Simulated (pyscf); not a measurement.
Structures and frequencies: ωB97X-D3(BJ)/def2-SVP in PySCF.

**Question.** H₃C–CH•–Cl (SMILES C[CH]Cl) + HCl (SMILES Cl) → H₃C–CH₂–Cl (SMILES CCCl) + Cl• (SMILES [Cl])
Surface: doublet. Broken: Cl–H. Formed: C–H. Give ΔE‡ and ΔE from ωB97M-D3(BJ)/def2-TZVP, relative to the separated reactants.

**Answer.** ΔE‡ = 9.6 kJ/mol, ΔE = +8.8 kJ/mol. Zero-point energy shifts the barrier by +2.6 kJ/mol. It is a hydrogen abstraction, with an imaginary mode of 941i cm⁻¹. One saddle was located; it need not be the lowest between these sides. The angle at the transferred H is 168°. Left out: the spin-orbit lowering of Cl.
